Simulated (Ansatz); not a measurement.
Species: C$_{2}$HO$_{2}$, charge -1, multiplicity 1. It need not be the lowest isomer of its formula. Whether it binds its extra electron was not tested at this geometry. 
Geometry from a B3LYP-D3(BJ)/def2-TZVP (Ansatz, a quantum-chemistry and plane-wave program) optimisation:
SMILES: [C-](C=O)=O
```xyz
5

C      0.3793     0.5548     0.3023
C      0.0253    -0.7631    -0.0300
O      0.7000     1.6344    -0.1519
O     -1.1213    -1.3030    -0.0677
H      0.9428    -1.4012     0.1232
```
Charge -1, spin multiplicity 1.

Parts of the frozen-core correlation energy in cc-pwCVTZ (Ansatz, hartree). Frozen orbitals: 4; correlated occupied orbitals by spin: 11 and 11; virtual: 171 and 171. Spin-orbit coupling is left out. Non-relativistic. The restricted reference is unstable.

| term | value |
|---|---|
| reference (HF) | -226.04471 |
| MP2 opposite-spin | ___ |
| MP2 same-spin | ___ |
| CCSD correlation | ___ |
| (T) | -0.04122 |
| T1 diagnostic | 0.022 |
| largest doubles amplitude | 0.065 |

Task: Complete the blanks.

Result: 
- MP2 opposite-spin, value: -0.59103
- MP2 same-spin, value: -0.20712
- CCSD correlation, value: -0.79814
